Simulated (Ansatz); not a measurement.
Geometry optimisation, UKS PBE0/6-31G (Ansatz).

Input:

```yaml
crystal:
  periodic: [false, false, false]
  atoms:
    - { symbol: O, position_ang: [-0.74428, -0.2593, -0.9354] }
    - { symbol: B, position_ang: [0.00216, 0.00313, -0.00221] }
    - { symbol: O, position_ang: [0.73435, 0.25909, 0.94422] }
    - { symbol: H, position_ang: [0.41626, 0.21118, -1.07652] }
    - { symbol: H, position_ang: [1.36065, 0.52456, 1.61566] }
total_charge: 1
magnetization:
  spin_polarized: true
basis:
  gaussian: { orbitals: "6-31G" }
hamiltonian:
  xc: pbe0
relax:
  f_tol: 0.02
  max_steps: 50
```

Launched with:

```bash
$ ansatz run input.yaml --threads 1 --pin off --max-ram 2048MiB --backend cpu --events-out ev --progress --plain --runs-dir out
```

Q: Where does it end, and by what steps?

A: It converged. Limits of this set-up: no polarisation functions, the dipole of an ion depends on the origin. After 8 steps the energy has fallen by 4.158 eV; H4 moved furthest, 1.28 Å. The start is strongly strained (largest force component 8 eV/Å), so its close contacts needn't be bonds. Parted: B2–H4. Joined: O1–H4.

```
step  energy less start (eV)  largest force component (eV/Å)  accepted
   0                  0.0000                           8.161       yes
   1                 -1.0564                           5.188       yes
   2                 -2.2068                           4.069       yes
   3                 -3.0565                           2.759       yes
   4                 -3.5652                           1.668       yes
   5                 -3.8786                           1.039       yes
   6                 -4.0768                           0.619       yes
   7                 -4.1528                           0.137       yes
   8                 -4.1576                           0.006       yes
```

```xyz
5
Properties=species:S:1:pos:R:3
O -0.149 -0.021 -1.015
B 0.349 0.145 0.112
O 0.843 0.310 1.240
H -0.506 -0.138 -1.899
H 1.232 0.443 2.108
```

Whether the end is a true minimum wasn't checked by a vibrational analysis.

Run time: 16 s on 1 thread of Intel(R) Xeon(R) Processor @ 2.70GHz, with other jobs on the host, peak memory 0.12 GiB.
